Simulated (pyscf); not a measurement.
## Four-centre exchange: HO–Ti(OH)(OH)–OH + hydrogen (H₂) -> water (H₂O) + HO–TiH(OH)–OH

Gas phase, singlet surface, charge 0. Bonds broken: O1–Ti2, H10–H11. Bonds formed: O1–H10, Ti2–H11. Single points on ωB97X-D3(BJ)/def2-SVP structures (PySCF, gas phase).

Transition state (Å):

```xyz
11

O     -0.3020    -1.8616     0.6549
Ti    -1.0975    -0.2261    -0.2544
O     -2.4717    -1.0913    -0.9824
O     -1.4561     0.5132     1.3409
O     -0.8754     1.1767    -1.3249
H     -0.1492    -1.6791     1.5927
H     -2.8751    -1.8344    -0.5159
H     -1.6518     1.4520     1.4409
H     -0.1403     1.5660    -1.8068
H      0.5340    -1.2700    -0.0963
H      0.7388    -0.5888    -0.7813
```

One imaginary mode, 1151i cm⁻¹; descent along it reached the two sides named, in the forms told below.

| bond | change | reactant side (Å) | saddle | product side |
|---|---|---|---|---|
| O1–Ti2 | breaks | 1.795 | 2.033 | 2.366 |
| H10–H11 | breaks | 0.762 | 0.987 | 2.297 |
| O1–H10 | forms | 2.459 | 1.270 | 0.967 |
| Ti2–H11 | forms | 3.9 | 1.945 | 1.703 |

Electronic energies relative to the separated reactants (kcal/mol):

```csv
level,barrier,reaction energy,reverse barrier
ωB97X-D3(BJ)/def2-TZVP,33.1,+30.1,3.0
PBE/def2-TZVP,28.7,+30.9,-2.3
r²SCAN/def2-TZVP,29.8,+33.1,-3.3
B3LYP-D3(BJ)/def2-TZVP,32.7,+30.7,2.0
PBE0-D3(BJ)/def2-TZVP,30.2,+29.3,0.8
M06-2X/def2-TZVP,34.0,+30.8,3.1
ωB97M-D3(BJ)/def2-TZVP,33.1,+27.9,5.2
HF/def2-TZVP,47.2,+25.9,21.3
```

With ωB97M-D3(BJ)/def2-TZVP energies and thermal terms (ideal gas, 1 atm, RRHO with modes under 100 cm⁻¹ raised to 100, one conformer, R ln 2 for chiral ones without a mode under 150 cm⁻¹), in kcal/mol:

```tsv
T (K)	ΔH‡	ΔG‡	ΔH	ΔG
298	34.5	43.7	+30.4	+28.4
600	33.2	53.6	+29.1	+27.0
900	32.8	64.0	+28.2	+26.2
1200	32.9	74.3	+27.5	+25.6
```

On the product side the descent ends in an adduct with a O–Ti contact (not fully relaxed), 11.6 kcal/mol under the separated species and 14.6 kcal/mol under the saddle at ωB97X-D3(BJ)/def2-TZVP. At PBE, r²SCAN the saddle lies under the separated products, which points to a path from their complex (located at ωB97X-D3(BJ) alone), and parting the products costs more than the saddle. What is counted as broken (O–Ti) persists as a longer contact in the product adduct; parting that adduct is a step of its own. At the saddle there is also a short H–Ti contact that neither side keeps. This is the saddle that the search found; another between the same sides may lie lower.
